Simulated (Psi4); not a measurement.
# CH4BN− (SMILES [BH2-]N=C) at 5 levels

Aim: a comparison of 5 runs (UB3LYP/6-31G*, UPBE0/def2-SVP, UB3LYP/6-311G**, UMP2/def2-SVPD, ULCCD/DZVP) of CH4BN−. 

The calculation is run with Psi4 1.11.

3 further runs of the same task are left out: 1 that didn't finish, 2 set aside as unsound or not needed.

## (1) The structure to begin with

CH4BN−: 7 atoms, total charge -1, spin state doublet. As SMILES, `[BH2-]N=C`. Geometry: relaxed at GFN2-xTB.

Bond lengths: B1–N2 1.382 Å, N2–C3 1.318 Å, B1–H4 1.209 Å, B1–H5 1.229 Å, C3–H6 1.094 Å, C3–H7 1.107 Å. Angles: B1–N2–C3 128.2°, N2–B1–H4 118.6°, N2–B1–H5 125.5°, N2–C3–H6 119.5°, N2–C3–H7 125.4°, H4–B1–H5 115.9°, H6–C3–H7 115.1°.

## (2) A single-point energy at UB3LYP/6-31G(d) (Cartesian functions) (run 1)

Input file ch4bn.py:

```python
import psi4

psi4.set_memory('1600 MB')
psi4.set_num_threads(1)
psi4.core.set_output_file('ch4bn.out', False)

molecule = psi4.geometry("""
-1 2
B
N 1 1.382186
C 2 1.317652 1 128.22522
H 1 1.209389 2 118.62516 3 -173.32715
H 1 1.229434 4 115.91192 2 178.7938
H 3 1.094012 2 119.50109 1 -171.40455
H 3 1.106931 6 115.08679 2 -179.50048
symmetry c1
""")

options = {'basis': '6-31G*', 'reference': 'uks', 'puream': False, 'e_convergence': 1e-09, 'd_convergence': 1e-08, 'scf_type': 'pk', 'dft_radial_points': 99, 'dft_spherical_points': 590, 'maxiter': 200}
psi4.set_options(options)

energy_value, wavefunction = psi4.energy('b3lyp', return_wfn=True)
psi4.oeprop(wavefunction, 'DIPOLE', 'WIBERG_LOWDIN_INDICES', 'MULLIKEN_CHARGES', title='B3LYP')
print('E =', round(energy_value, 9))
for k, v in sorted(psi4.core.scalar_variables().items()):
    print(f'{k:45s} {v:18.10f}')
```

Launch:

```sh
python ch4bn.py
```

ch4bn.out:

```text
[...]
  Running in c1 symmetry.
[...]
  Nuclear repulsion =   58.497485995411743
[...]
  Multiplicity = 2
[...]
  Nalpha       = 12
  Nbeta        = 11
[...]
    Number of basis functions: 53
[...]
   @UKS iter   1:  -119.71932796922300   -3.23413e-01   1.51794e-02 ADIIS/DIIS
[...]
   @UKS iter  13:  -120.07752309516647   -3.15481e-12   8.88584e-09 DIIS
[...]
   @S^2 Observed:                7.616563281E-01
[...]
    Orbital Energies [Eh]
    ---------------------
    Alpha Occupied:
       1A    -14.052077     2A     -9.976346     3A     -6.476325
       4A     -0.620670     5A     -0.392606     6A     -0.260004
       7A     -0.209994     8A     -0.160799     9A     -0.106470
      10A     -0.082542    11A      0.015181    12A      0.086687
    Alpha Virtual:
      13A      0.274174    14A      0.317645    15A      0.383993
      16A      0.396175    17A      0.406691    18A      0.464355
      19A      0.519049    20A      0.665193    21A      0.675909
      22A      0.699501    23A      0.770300    24A      0.831783
      25A      0.852377    26A      0.886382    27A      1.045509
[...]
  @UKS Final Energy:  -120.07752309516647
   => Energetics <=
    Nuclear Repulsion Energy =             58.4974859954117434
    One-Electron Energy =                -282.1343494334448678
    Two-Electron Energy =                 118.2214127620897273
    DFT Exchange-Correlation Energy =     -14.6620724192230778
    Empirical Dispersion Energy =           0.0000000000000000
    VV10 Nonlocal Energy =                  0.0000000000000000
    Total Energy =                       -120.0775230951664696
[...]
 Multipole Moments:
 ------------------------------------------------------------------------------------
     Multipole            Electronic (a.u.)      Nuclear  (a.u.)        Total (a.u.)
 ------------------------------------------------------------------------------------
 L = 1.  Multiply by 2.5417464519 to convert [e a0] to [Debye]
 Dipole X            :          0.0338515           -0.0280049            0.0058466
 Dipole Y            :          1.2141508           -1.6786471           -0.4644963
 Dipole Z            :          0.6070499            0.2471351            0.8541850
 Magnitude           :                                                    0.9723287
[...]
  Mulliken Charges: (a.u.)
   Center  Symbol    Alpha    Beta     Spin     Total
       1     B     2.79434  2.28825  0.50609 -0.08259
       2     N     3.62899  3.68181 -0.05283 -0.31080
       3     C     3.45130  2.77418  0.67712 -0.22548
       4     H     0.57985  0.61259 -0.03274 -0.19244
       5     H     0.58982  0.61542 -0.02560 -0.20523
       6     H     0.47488  0.51434 -0.03947  0.01078
       7     H     0.48083  0.51341 -0.03258  0.00576
   Total alpha = 12.00000, Total beta = 11.00000, Total charge = -1.00000
  Wiberg Bond Indices using Orthogonal Lowdin Orbitals:
[...]
```

On the terminal:

```text
E = -120.077523095
CURRENT ENERGY                                   -120.0775230952
CURRENT REFERENCE ENERGY                         -120.0775230952
DD SOLVATION ENERGY                                 0.0000000000
DFT FUNCTIONAL TOTAL ENERGY                      -120.0775230952
DFT TOTAL ENERGY                                 -120.0775230952
DFT VV10 ENERGY                                     0.0000000000
DFT XC ENERGY                                     -14.6620724192
GRID ELECTRONS ALPHA                               11.9999999743
GRID ELECTRONS BETA                                10.9999999773
GRID ELECTRONS TOTAL                               22.9999999515
NUCLEAR REPULSION ENERGY                           58.4974859954
ONE-ELECTRON ENERGY                              -282.1343494334
PCM POLARIZATION ENERGY                             0.0000000000
PE ENERGY                                           0.0000000000
SCF ITERATION ENERGY                             -120.0775230952
SCF ITERATIONS                                     13.0000000000
SCF TOTAL ENERGY                                 -120.0775230952
TWO-ELECTRON ENERGY                               118.2214127621
XC GRID RADIAL POINTS                              99.0000000000
XC GRID SPHERICAL POINTS                          590.0000000000
XC GRID TOTAL POINTS                           388235.0000000000
```

Run time: 16 s. Hardware: 1 thread of Intel Xeon 6975P-C (Granite Rapids), shared host; peak memory 0.8 GiB.

## (3) Energy and forces at UPBE0/def2-SVP (run 2)

Input file ch4bn.xyz:

```xyz
7
CH4BN
B     -1.011090     0.215890    -0.617010
N     -0.097100    -0.638420    -0.029460
C      1.002760    -0.329310     0.627020
H     -2.029390    -0.250170    -1.073600
H     -0.873010     1.431100    -0.742340
H      1.699810    -1.122220     0.913860
H      1.308010     0.693130     0.921530
```

Input file run_ase.py:

```python
import numpy as np
from ase.calculators.psi4 import Psi4
from ase.io import read

atoms = read('ch4bn.xyz')
calc = Psi4(atoms=atoms, method='pbe0', basis='def2-SVP', memory='1600MB', num_threads=1, charge=-1, multiplicity=2, label='psi4-calc', reference='uks')
calc.psi4.set_options({'puream': True, 'e_convergence': 1e-09, 'd_convergence': 1e-08, 'scf_type': 'pk', 'dft_radial_points': 99, 'dft_spherical_points': 590, 'maxiter': 200})
atoms.calc = calc

forces = atoms.get_forces()
print(f'energy: {atoms.get_potential_energy():.6f} eV')
print('forces / eV A^-1')
print(np.round(forces, 5))
```

Launch:

```sh
python run_ase.py
```

psi4-calc.dat, shortened:

```text
[...]
  Running in c1 symmetry.
[...]
  Nuclear repulsion =   58.497481860696723
[...]
  Multiplicity = 2
[...]
  Nalpha       = 12
  Nbeta        = 11
[...]
    Number of basis functions: 62
[...]
   @UKS iter   1:  -119.51632891087205   -3.79270e-01   1.17759e-02 DIIS/ADIIS
[...]
   @UKS iter  14:  -119.83841224281956   -1.76215e-12   5.11655e-09 DIIS
[...]
   @S^2 Observed:                7.660416339E-01
[...]
  @UKS Final Energy:  -119.83841224281956
   => Energetics <=
    Nuclear Repulsion Energy =             58.4974818606967233
    One-Electron Energy =                -281.7238074325060779
    Two-Electron Energy =                 116.9881752089331286
    DFT Exchange-Correlation Energy =     -13.6002618799433321
    Empirical Dispersion Energy =           0.0000000000000000
    VV10 Nonlocal Energy =                  0.0000000000000000
    Total Energy =                       -119.8384122428195582
[...]
 Multipole Moments:
 ------------------------------------------------------------------------------------
     Multipole            Electronic (a.u.)      Nuclear  (a.u.)        Total (a.u.)
 ------------------------------------------------------------------------------------
 L = 1.  Multiply by 2.5417464519 to convert [e a0] to [Debye]
 Dipole X            :         -0.1778097            1.0872794            0.9094696
 Dipole Y            :         -1.3526203            1.1648336           -0.1877867
 Dipole Z            :         -0.0202080            0.5836996            0.5634916
 Magnitude           :                                                    1.0862420
[...]
  -Total Gradient:
     Atom            X                  Y                   Z
    ------   -----------------  -----------------  -----------------
       1        0.003179511529    -0.003474176611     0.002657971880
       2       -0.011407186420     0.005857145154    -0.006626732155
       3        0.006472554165     0.002896695915     0.002998502583
       4        0.011674249312     0.003813500130     0.005489769630
       5       -0.002566558554    -0.008584991478    -0.001246484114
       6       -0.007100410769     0.005364021307    -0.003945492299
       7       -0.000252138078    -0.005874592833     0.000672781242
[...]
```

The script printed:

```text
energy: -3260.969296 eV
forces / eV A^-1
[[-0.1635   0.17865 -0.13668]
 [ 0.58658 -0.30119  0.34076]
 [-0.33283 -0.14895 -0.15419]
 [-0.60031 -0.1961  -0.2823 ]
 [ 0.13198  0.44146  0.0641 ]
 [ 0.36512 -0.27583  0.20289]
 [ 0.01297  0.30208 -0.0346 ]]
```

Run time: 16 s. Hardware: 1 thread of Intel Xeon 6975P-C (Granite Rapids), shared host; peak memory 0.89 GiB.

Runs 3 to 4 aren't shown in full; the table further down has their settings and results.

## (4) The energy at ULCCD/DZVP (run 5)

Input file ch4bn.py:

```python
import psi4

psi4.set_memory('1600 MB')
psi4.set_num_threads(1)
psi4.set_output_file('ch4bn.out', False)

molecule = psi4.geometry("""
-1 2
B     -1.011090     0.215890    -0.617010
N     -0.097100    -0.638420    -0.029460
C      1.002760    -0.329310     0.627020
H     -2.029390    -0.250170    -1.073600
H     -0.873010     1.431100    -0.742340
H      1.699810    -1.122220     0.913860
H      1.308010     0.693130     0.921530
units angstrom
""")

psi4.set_options({
    'basis': 'DZVP',
    'reference': 'uhf',
    'scf_type': 'direct',
    'freeze_core': True,
    'cc_type': 'conv',
})

e_tot, wfn = psi4.energy("lccd", return_wfn=True)
print(f'lccd energy: {e_tot:.10f} Eh')
```

Launch:

```sh
python ch4bn.py
```

ch4bn.out:

```text
[...]
  Running in c1 symmetry.
[...]
  Nuclear repulsion =   58.497481860696723
[...]
  Multiplicity = 2
[...]
  Nalpha       = 12
  Nbeta        = 11
[...]
    Number of basis functions: 50
[...]
   @DF-UHF iter   1:  -119.10644281683810   -9.10502e-01   1.04041e-02 ADIIS/DIIS
[...]
   @UHF iter  26:  -119.27319910337145   -9.52127e-13   5.56802e-09 DIIS
[...]
   @S^2 Observed:                8.410063682E-01
[...]
    Orbital Energies [Eh]
    ---------------------
    Alpha Occupied:
       1A    -15.284840     2A    -11.046892     3A     -7.343856
       4A     -0.936028     5A     -0.649724     6A     -0.467011
       7A     -0.399115     8A     -0.337284     9A     -0.265695
      10A     -0.236709    11A     -0.136726    12A     -0.024777
    Alpha Virtual:
      13A      0.347627    14A      0.375621    15A      0.399053
      16A      0.452095    17A      0.485851    18A      0.506004
      19A      0.587237    20A      0.607765    21A      0.618258
      22A      0.659948    23A      0.692721    24A      0.737416
      25A      0.931813    26A      0.970451    27A      1.066033
[...]
  @UHF Final Energy:  -119.27319910337145
   => Energetics <=
    Nuclear Repulsion Energy =             58.4974818606967233
    One-Electron Energy =                -281.4304580699471785
    Two-Electron Energy =                 103.6597771058790016
    Total Energy =                       -119.2731991033714536
  UHF NO Occupations:
  HONO-2 :   10  A 1.9978077
  HONO-1 :   11  A 1.9584690
[...]
 Multipole Moments:
 ------------------------------------------------------------------------------------
     Multipole            Electronic (a.u.)      Nuclear  (a.u.)        Total (a.u.)
 ------------------------------------------------------------------------------------
 L = 1.  Multiply by 2.5417464519 to convert [e a0] to [Debye]
 Dipole X            :         -0.0651135            1.0872794            1.0221658
 Dipole Y            :         -1.1684095            1.1648336           -0.0035759
 Dipole Z            :          0.0362119            0.5836996            0.6199115
 Magnitude           :                                                    1.1954606
[...]
	SCS-MP2 Total Energy (a.u.)        :  -119.62228830800100
	SOS-MP2 Total Energy (a.u.)        :  -119.61847514302589
	SCSN-MP2 Total Energy (a.u.)       :  -119.43356780593044
[...]
	SOS-PI-MP2 Total Energy (a.u.)     :  -119.64503483838394
[...]
	MP2 Total Energy (a.u.)            :  -119.62991463795122
[...]
```

On the terminal:

```text
lccd energy: -119.6675392198 Eh
```

It took 4.2 s on 1 thread of Intel Xeon 6975P-C (Granite Rapids), shared host; peak memory 0.24 GiB.

## (5) The series

```csv
run,level,task,Cartesian functions,energy (Eh),HOMO energy (eV),LUMO energy (eV),⟨S²⟩,wall time
1,UB3LYP/6-31G* (Cartesian functions),energy,yes,-120.077523,2.36,5.24,0.762,16 s
2,UPBE0/def2-SVP,gradient,no,-119.838412,1.62,4.97,0.766,16 s
3,UB3LYP/6-311G**,energy,no,-120.124261,1.79,4.50,0.761,16 s
4,UMP2/def2-SVPD,energy,no,-119.605419,-0.87,6.39,0.841,6 s
5,ULCCD/DZVP,energy,no,-119.667539,-0.67,8.57,0.841,4.2 s
```

## (6) Summary of results

| quantity | value |
| --- | --- |
| run 5: total energy | -119.66754 Eh |
| run 5: HOMO energy (Hartree–Fock orbitals) (highest over α and β) | -0.67 eV |
| run 5: LUMO energy (Hartree–Fock orbitals) (lowest over α and β) | 8.57 eV |
| run 5: correlation energy (3 core orbitals frozen) | -394.3 mEh |
| run 5: ⟨S²⟩ of the reference determinant | 0.841 |

Totals of different functionals can't be ranked against each other. In runs 1, 2, 3 the HOMO lies above zero, so the outermost electron may be held by the basis alone. All runs together took 57 s, the longest 16 s.
